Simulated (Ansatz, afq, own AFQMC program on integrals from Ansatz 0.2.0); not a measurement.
B2H2⁺, doublet: AFQMC among the cluster methods

```xyz
4

B     0.0000    0.0000    0.7529
B     0.0000    0.0000   -1.0096
H     0.0000    1.0240    1.3765
H     0.0000   -1.0240    1.3765
```

Connectivity, by distances: BH2–B.

Basis cc-pVDZ. Only valence electrons are correlated. Integrals, coupled cluster, full CI and functionals: Ansatz 0.2.0; the random walks run on the same integrals in our own AFQMC program. The CISD trial takes its coefficients from CCSD amplitudes. Released means that phaseless walkers are propagated on without the constraint, phases kept. Free AFQMC starts from the CCSD state and is never constrained. Its projection time is finite, and what remains of the start isn't in its error. Error bars are statistical, one sigma.

Determinant: UHF, the one that the program's search chose, which needn't be the lowest solution. The geometry is a PBE0/def2-TZVP stationary point of this or a neighbouring charge and spin state.

No full CI on the walks' own integrals is used here; CCSDT(Q) serves as the reference and is uncertain by about the last step of the cluster series.

Cautions: the released energies move by 1.5 errors or more from one time to the next, so no released level is given (meV from the phaseless value at times in 1/Eh: -9 ± 7 at 0.24, 2 ± 6 at 0.51, -6 ± 7 at 0.99, 3 ± 7 at 1.62, -18 ± 7 at 2.40).

- T1 diagnostic: 0.0204
- weight of the determinant in the CISD state: 0.910
- ⟨S²⟩ of the determinant: 0.757
- size of the correlated space: 7 electrons in 36 orbitals

| level | correlation energy (eV) |
| --- | --- |
| MP2 | -2.7611 |
| CCSD | -3.6543 |
| CCSD(T) | -3.7351 |

Question: Estimate where phaseless AFQMC with a CISD trial lies against CCSD(T) on the same integrals.

Answer: 2.5 ± 0.6 kJ/mol below CCSD(T).

Reference: CCSDT(Q), correlation energy -3.763 eV.

| level | E − E(reference) (kJ/mol) | share of correlation (%) |
| --- | --- | --- |
| CCSD(T) | 2.7 | 99.26 |
| CCSDT | 0.3 | 99.92 |
| ph-AFQMC/HF | 1.8 ± 3.6 | 99.50 |
| ph-AFQMC/CISD | 0.2 ± 0.6 | 99.95 |
| free AFQMC | -0.8 ± 0.9 | 100.23 |

Free projections are given only where their last times agree within the noise and don't stop above the reference; a slow remainder of the start can still hide under it. A walk keeps the symmetry of its determinant, which the program's search chose and which needn't be the lowest solution, so a lower state of the same spin and another symmetry isn't excluded.
